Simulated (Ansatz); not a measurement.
Volume per atom of some elemental solids other than molecular ones

Method: PBE-D4 (plane waves, PAW; Ansatz, a first-principles code). References are measured values corrected to a static lattice. The table is a random draw of 8 from 14 solids with such references.

Values in Å³/atom.

```json
[
 {"solid": "hcp Y", "reference": "32.95¶", "PBE-D4": "32.01", "error (%)": "-2.9"},
 {"solid": "body-centred tetragonal In", "reference": "25.70¶", "PBE-D4": "26.07", "error (%)": "+1.4"},
 {"solid": "hcp Hf", "reference": "22.30¶", "PBE-D4": "22.23", "error (%)": "-0.3"},
 {"solid": "hcp Os", "reference": "13.85¶", "PBE-D4": "14.03", "error (%)": "+1.3"},
 {"solid": "hcp Tl", "reference": "27.99¶", "PBE-D4": "29.61", "error (%)": "+5.8"},
 {"solid": "hcp Co", "reference": "10.96¶", "PBE-D4": "10.57", "error (%)": "-3.6"},
 {"solid": "hcp Zn", "reference": "14.86¶", "PBE-D4": "14.49", "error (%)": "-2.5"},
 {"solid": "hcp Zr", "reference": "23.18¶", "PBE-D4": "23.05", "error (%)": "-0.6"}
]
```

Over these 8 solids the mean error is -0.2 %, the mean absolute error 2.3 % (median 2.0 %), and the worst case hcp Tl at +5.8 %; the value is too low in 5 of 8 cases. Over all 14, from unrounded values, the mean error is -0.2 % and the mean absolute error 1.9 % (median 1.8 %). Caveats on values not shown: a distance lies near a switch of the dispersion term, which can move the cell (1).

All these references are brought to a static lattice.

Spin–orbit coupling is left out, also for the solids with elements from indium on (body-centred tetragonal In, hcp Hf, hcp Os, hcp Tl); its size isn't shown.

¶ marks references of a special kind: hcp Y, 32.95 Å³/atom (measured, copied from a table, unchecked, extrapolated to 0 K and zero-point effects removed; as tabulated in Lejaeghere et al. (2013), arXiv:1204.2733); body-centred tetragonal In, 25.70 Å³/atom (measured, copied from a table, unchecked, extrapolated to 0 K and zero-point effects removed; as tabulated in Lejaeghere et al. (2013), arXiv:1204.2733); hcp Hf, 22.30 Å³/atom (measured, copied from a table, unchecked, extrapolated to 0 K and zero-point effects removed; as tabulated in Lejaeghere et al. (2013), arXiv:1204.2733); hcp Os, 13.85 Å³/atom (measured, copied from a table, unchecked, extrapolated to 0 K and zero-point effects removed; as tabulated in Lejaeghere et al. (2013), arXiv:1204.2733); hcp Tl, 27.99 Å³/atom (measured, copied from a table, unchecked, extrapolated to 0 K and zero-point effects removed; as tabulated in Lejaeghere et al. (2013), arXiv:1204.2733); hcp Co, 10.96 Å³/atom (measured, copied from a table, unchecked, extrapolated to 0 K and zero-point effects removed; as tabulated in Lejaeghere et al. (2013), arXiv:1204.2733); hcp Zn, 14.86 Å³/atom (measured, copied from a table, unchecked, extrapolated to 0 K and zero-point effects removed; as tabulated in Lejaeghere et al. (2013), arXiv:1204.2733); hcp Zr, 23.18 Å³/atom (measured, copied from a table, unchecked, extrapolated to 0 K and zero-point effects removed; as tabulated in Lejaeghere et al. (2013), arXiv:1204.2733).

Differences are worked out from the printed values.

Ansatz's density-functional and Hartree–Fock values are scalar-relativistic unless marked +SOC, with PAW data made under PBE.

Ansatz's runs of these crystals have no spin polarisation, but for hcp Co.

Density-functional runs with spin start from parallel moments for hcp Co.

Not in this set, of the elemental solids other than molecular ones with a reference value in our tables and a result at some level: 2 for a published cell of unstated conditions; 2 for a reference at room or unstated temperature; 2 for a cell known from the COD alone. These can be a level's best or worst cases. Solids without a released value at any level aren't counted. Cubic solids are told by their lattice constant and aren't counted here. Layered and molecular crystals are counted apart. The metals Ce to Yb are counted apart.

References as tabulated in Lejaeghere et al. (2013), arXiv:1204.2733.
